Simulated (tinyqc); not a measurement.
Worked calculation: harmonic frequencies on the RHF/sto-3g surface (energies and gradients from PySCF), for BH3, spin multiplicity 1. One step of it, computed by the program tinyqc.

Problem. One row of the Hessian: 1Bx. Displace 1Bx by +/-0.002 bohr; H(k, :) = (g(+) - g(-)) / (2 delta).

optimised positions (bohr):
```
            x          y          z
1B  -0.026451   0.024080  -0.002861
2H   2.165062  -0.016082   0.016616
3H  -1.086965   1.941433  -0.065649
4H  -1.157471  -1.853055   0.040557
```

gradient at +delta (hartree/bohr):
```
              x            y            z
1B   0.00130868  -0.00001258   0.00000287
2H  -0.00074428   0.00001229  -0.00000378
3H  -0.00027525   0.00025967  -0.00000680
4H  -0.00028914  -0.00025938   0.00000770
```

gradient at -delta (hartree/bohr):
```
              x            y            z
1B  -0.00129101  -0.00001311  -0.00001354
2H   0.00072467  -0.00000978   0.00000738
3H   0.00027072  -0.00025050   0.00001035
4H   0.00029562   0.00027339  -0.00000419
```

Give: row of the Hessian.

Solution.

row of the Hessian (hartree/bohr^2): 1Bx 0.649920, 1By 0.000133, 1Bz 0.004104, 2Hx -0.367239, 2Hy 0.005519, 2Hz -0.002788, 3Hx -0.136491, 3Hy 0.127541, 3Hz -0.004286, 4Hx -0.146190, 4Hy -0.133193, 4Hz 0.002971
